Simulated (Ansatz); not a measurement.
# C₂HF₂N: small, medium and large basis sets

An exercise on one series of results from a longer session: the logs are not shown, and one member is left open.

Program: Ansatz 0.2.0, Gaussian basis. Level of theory: one geometry, several basis sets. These are calculated values, not measurements.

The runs, in order: PBE0-D4/def2-SVP; ωB97M-V/def2-SVP; PBE0-D4/def2-QZVPP; ωB97M-V/def2-QZVPP; the functionals' def2-TZVPP values are taken from earlier runs.

## The geometry

All runs share one geometry, relaxed beforehand with PBE0-D4 in a triple-zeta def2 set.

SMILES `FC1=C(F)N1`, 6 atoms, charge 0, spin multiplicity 1.

Atoms are counted from 1 here; the program's logs count them from 0.

Bond lengths: F1–C2 1.291 Å, C2–C3 1.262 Å, C2–N5 1.494 Å, C3–F4 1.291 Å, C3–N5 1.494 Å, N5–H6 1.025 Å. Angles: F1–C2–C3 157.1°, F1–C2–N5 135.8°, C3–C2–N5 65.0°, C2–C3–F4 157.1°, C2–C3–N5 65.0°, F4–C3–N5 135.8°, C2–N5–C3 50.0°, C2–N5–H6 108.8°, C3–N5–H6 108.8°.

The first run:

in.yaml

```yaml
crystal:
  periodic: [false, false, false]
  atoms:
    - {symbol: F, position_ang: [-1.014721, -1.090409, 1.357082]}
    - {symbol: C, position_ang: [-0.399215, -0.424857, 0.437887]}
    - {symbol: C, position_ang: [0.006810, -0.151337, -0.725567]}
    - {symbol: F, position_ang: [0.156931, -0.301775, -1.999002]}
    - {symbol: N, position_ang: [0.798921, 0.466595, 0.380796]}
    - {symbol: H, position_ang: [0.493475, 1.437882, 0.502604]}
basis:
  gaussian: {orbitals: def2-SVP}
hamiltonian: {xc: pbe0, dispersion: d4}
output: {orbitals: {seedname: orbitals}}
```

The run is started by

```console
> ansatz run in.yaml --threads 2 --pin off --events-out ev --progress --plain --max-ram 4352MiB
```

Steps of the session up to this table: PBE0-D4 in def2-SVP; ωB97M-V in def2-SVP; PBE0-D4 in def2-QZVPP; ωB97M-V in def2-QZVPP.

One table of the session follows, with a row left open; its other results are not shown here.

It belongs to the step «Functionals by basis». 

```
functional       basis  HOMO (eV)  LUMO (eV)
   PBE0-D4    def2-SVP      -6.27       0.47
   PBE0-D4  def2-TZVPP      -6.44       0.34
   PBE0-D4  def2-QZVPP          ?          ?
   ωB97M-V    def2-SVP      -8.57       2.84
   ωB97M-V  def2-TZVPP      -8.77       2.26
   ωB97M-V  def2-QZVPP      -8.82       1.66
```

Q: Estimate the row for PBE0-D4, def2-QZVPP from the others.

The run gave: HOMO (eV): -6.50; LUMO (eV): 0.26. In the column «HOMO (eV)» it lies between ωB97M-V, def2-SVP (-8.57) and PBE0-D4, def2-TZVPP (-6.44).
